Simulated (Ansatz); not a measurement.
# 2H WS2

Calculation: LDA in Ansatz (plane waves, PAW).

Settings: plane-wave cutoff 520 eV, 12×12×4 k mesh (along the axes of the cell as run), Fermi–Dirac smearing 0.01 eV, no spin polarisation, scalar-relativistic PAW data made under PBE.

Cell (measured lattice):

WS2 is taken in the hexagonal space group P6₃/mmc (No. 194), Pearson symbol hP6. Lattice parameters: a = 3.1530 Å, b = 3.1530 Å, c = 12.3230 Å, α = 90.00°, β = 90.00°, γ = 120.00°. W on 2c is surrounded by 6 S at 2.401 Å (trigonal prismatic). S on 4f has 3 W at 2.401 Å (trigonal pyramidal). (Neighbours: up to the widest gap in distance over summed covalent radii, below 1.35, at either atom; cation-cation and far metal-metal contacts left out.)

```
Quantity                                      Result
-------------------------------------------  -------
band gap                                     0.90 eV
smallest direct gap on the k points sampled  1.80 eV
Γ–Γ gap                                      2.28 eV
```

Note: cell and atoms aren't relaxed at this level (largest force component 0.23 eV/Å, pressure -3.2 GPa).

Spin–orbit coupling is not included.

It cost roughly 26 core-seconds of CPU time.

Ansatz is an electronic-structure program.
